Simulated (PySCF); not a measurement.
## Mayer bond orders and bond lengths

C3H6P (charge -1).
Numbering: `[CH3:1]/[CH:2]=[CH:3]/[PH-:4]` (hydrogens: H5, H6, H7 on C1; H8 on C2; H9 on C3; H10 on P4)

Cartesian coordinates in Å at the GFN2-xTB level; atoms count from 1:
```
atom  x, y, z in Å
C1    -1.4795   -0.1412    0.1333
C2     0.0066   -0.3349    0.0828
C3     0.8781    0.6393   -0.2235
P4     2.6333    0.5744   -0.3227
H5    -1.9953   -0.7962   -0.5798
H6    -1.8804   -0.3695    1.1286
H7    -1.7375    0.8900   -0.1084
H8     0.3635   -1.3321    0.3100
H9     0.4911    1.6326   -0.4489
H10    2.7291   -0.7576    0.0061
```

Bond orders from the PBE0/pcSseg-1 density (PySCF). Isolated species at its GFN2-xTB geometry (one conformer only). The pcSseg-1 basis has no diffuse functions, a weakness for an anion. The HOMO energy is positive at this level (+1.12 eV), so the outermost electrons may be held by the finite basis alone.

(1) How far do the computed orders between heavy atoms stray from the drawn ones?

(2) Set the Mayer orders of the bonds beside their lengths.

## Answers

(1) The largest departure is 0.288, at C2–C3 (drawn double, 1.712). Drawn single, order above 1.12: C3–P4 (1.221). The SMILES, with its formal charges, is one Lewis structure only.

(2) 
| bond | drawn as | length (Å) | Mayer order |
| --- | --- | --- | --- |
| C1–C2 | single | 1.500 | 1.055 |
| C2–C3 | double | 1.343 | 1.712 |
| C3–P4 | single | 1.759 | 1.221 |
| C1–H5 | single | 1.097 | 0.959 |
| C1–H6 | single | 1.097 | 0.960 |
| C1–H7 | single | 1.090 | 0.973 |
| C2–H8 | single | 1.083 | 0.963 |
| C3–H9 | single | 1.090 | 0.941 |
| P4–H10 | single | 1.375 | 0.908 |

Bonds between the same two heavy elements. C–C: lowest C1–C2 (1.055, 1.500 Å), highest C2–C3 (1.712, 1.343 Å).

**Question.** Sum the orders of all bonds at each heavy atom with more than one neighbour and set the sums beside the valence in the SMILES.

**Answer.** C1 3.947 (drawn 4), C2 3.730 (drawn 4), C3 3.874 (drawn 4), P4 2.129 (drawn 2). Orders between atoms that aren't bonded are not in these sums.

For a closed shell the Mayer order of atoms A and B is Σ (PS)μν (PS)νμ over the basis functions μ on A and ν on B, with P the density and S the overlap matrix.

The run behind these numbers computed NMR shieldings as well. Hardware: INTEL XEON PLATINUM 8581C at 2.30 GHz, one thread, shared host with 48 logical CPUs at a one-minute load of 6.5. Cost: 7.5 s wall (with the writing of density and orbital grids), 0.47 GiB resident at most.
